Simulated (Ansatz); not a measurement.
A calculation with Ansatz (development build ahead of 0.2.0).

```yaml
crystal:
  periodic: [false, false, false]
  atoms:
    - { symbol: Cl, position_ang: [-0.02227, -0.00014, -2.14821] }
    - { symbol: Mg, position_ang: [0.01805, -0.01713, 0.04337] }
    - { symbol: Cl, position_ang: [0.02817, 0.00799, 2.2335] }
basis:
  gaussian: { orbitals: def2-TZVP }
hamiltonian:
  xc: hf
output:
  forces: true
```

The input is written out in the form of the current development build from the run's settings.

The run gave:

```json
{
  "Converged": "yes",
  "Total energy": "-1118.79989 hartree",
  "Spin squared of the determinant": "0.000",
  "Stability test": "minimum among restricted orbitals"
}
```

Forces (eV/Å):
| atom | Fx | Fy | Fz |
| --- | --- | --- | --- |
| Cl1 | 0.010 | -0.010 | 0.211 |
| Mg2 | -0.016 | 0.021 | -0.021 |
| Cl3 | 0.005 | -0.011 | -0.190 |
